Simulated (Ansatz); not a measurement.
Input file:

```yaml
crystal:
  periodic: [false, false, false]
  atoms:
    - {symbol: Si, position_ang: [0.000000, 0.075412, 1.087456]}
    - {symbol: Si, position_ang: [0.000000, -0.025003, -1.191976]}
    - {symbol: H, position_ang: [0.000000, 1.268526, 1.983464]}
    - {symbol: H, position_ang: [0.000000, -1.128144, 1.967446]}
    - {symbol: H, position_ang: [0.000000, -1.545010, -1.038535]}
basis:
  gaussian: {orbitals: cc-pVDZ}
magnetization: {spin_polarized: false, initial_magnetization: 1}
correlation: {method: fic_mrcisd_q, electrons: outside_noble_gas, active_space: {window: {electrons: 3, orbitals: 3}}}
```

```sh
$ ansatz run in.yaml --threads 1 --pin off --events-out ev --progress --plain --max-ram 2393MiB
```

Output:

```
497 factors; integrals over basis functions are off by at most 1.3e-3 eV
mean field evaluation 1: about -15768.6640 eV, gradient 9.9e0 eV
mean field evaluation 2: about -15768.6671 eV, gradient 9.9e0 eV
mean field evaluation 4: about -15769.3610 eV, gradient 9.7e-1 eV
mean field evaluation 8: about -15769.3775 eV, gradient 3.9e-3 eV
mean field evaluation 16: about -15768.1225 eV, gradient 6.9e-4 eV
mean field evaluation 32: about -15768.1225 eV, gradient 1.4e-6 eV
mean field -15769.37754046 eV, -579.5139357439 hartree, gradient 4.3e-6 eV, S^2 0.750000; 3 other end points of the search recorded, 0 dependent functions left out
reference -15769.37754046 eV, -579.5139357439 hartree; 16, 15 occupied and 35, 36 virtual orbitals, 497 factors
state -15769.80854442 eV, -579.5297748471 hartree
contracted CI cycle   1: correlation 0.00000000 eV, 0.0000000000 hartree, residual 1.61e1 eV
contracted CI cycle   2: correlation -4.85325145 eV, -0.1783537013 hartree, residual 2.54e0 eV
contracted CI cycle   3: correlation -5.00750309 eV, -0.1840223442 hartree, residual 7.20e-1 eV
contracted CI cycle   4: correlation -5.02027600 eV, -0.1844917402 hartree, residual 2.19e-1 eV
contracted CI cycle   5: correlation -5.02150346 eV, -0.1845368483 hartree, residual 7.09e-2 eV
contracted CI cycle   6: correlation -5.02161896 eV, -0.1845410929 hartree, residual 2.28e-2 eV
contracted CI cycle   7: correlation -5.02163053 eV, -0.1845415182 hartree, residual 7.28e-3 eV
contracted CI cycle   8: correlation -5.02163167 eV, -0.1845415602 hartree, residual 2.29e-3 eV
contracted CI cycle   9: correlation -5.02163178 eV, -0.1845415642 hartree, residual 7.26e-4 eV
state -15769.80854442 eV, -579.5297748471 hartree; corrected -15775.42052412 eV, -579.7360112974 hartree
Total energy: -15775.42052412 eV, -579.7360112974 hartree
```

Natural occupations: 1.9394 1.0056 0.0550.

For the same geometry and basis UCCSDT(Q) lies 95.4 meV lower.

Ran on 1 thread of Intel Xeon Platinum 8488C, shared host: 1.8 s wall, 0.19 GiB peak host memory.
